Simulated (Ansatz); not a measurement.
We consider rhombohedral A7 As, described by rVV10 in Ansatz (PAW).

Numerical settings: plane-wave cutoff 520 eV, 18×18×18 k mesh, Fermi–Dirac smearing 0.05 eV, scalar-relativistic PAW data made under PBE.

Energies at three volumes about the minimum:

```json
[
 {"V (Å³/atom)": "23.385", "E − E_lowest (meV/atom)": "1.02"},
 {"V (Å³/atom)": "23.862", "E − E_lowest (meV/atom)": "0.00"},
 {"V (Å³/atom)": "24.340", "E − E_lowest (meV/atom)": "0.80"}
]
```

Task: Fit a parabola by hand: where is the minimum, and what is the bulk modulus?

Result: Slopes: (0.00 − 1.02)/(23.862 − 23.385) = -2.138 and (0.80 − 0.00)/(24.340 − 23.862) = 1.674 meV/Å³. Curvature E″ = 2 × (1.674 − (-2.138))/(24.340 − 23.385) = 7.983 meV/Å⁶. From the middle of the first interval, the slope vanishes at V0 = 23.6235 − (-2.138)/7.983 = 23.891 Å³/atom. B = V0 E″ = 23.891 × 7.983 meV/Å³ × 0.1602 GPa per meV/Å³ = 30.6 GPa. The full Birch–Murnaghan fit to all volumes gives V0 = 23.876 Å³/atom and B0 = 30.2 GPa.

Shape and atoms are relaxed at each volume.

Measured, for comparison: bulk modulus 40.8 GPa (copied from a table, unchecked, extrapolated to 0 K and zero-point effects removed; as tabulated in Lejaeghere et al. (2013), arXiv:1204.2733). Computed (rounded) less measured: bulk modulus not scored (unchecked).

Note: the cell is over a tenth larger than the published one: the level's own overestimate first of all, though another phase or state, or a fault of the published cell, is possible; the bulk modulus comes from volumes at which shape and atoms were relaxed.

Ansatz is a quantum-chemistry and plane-wave program.
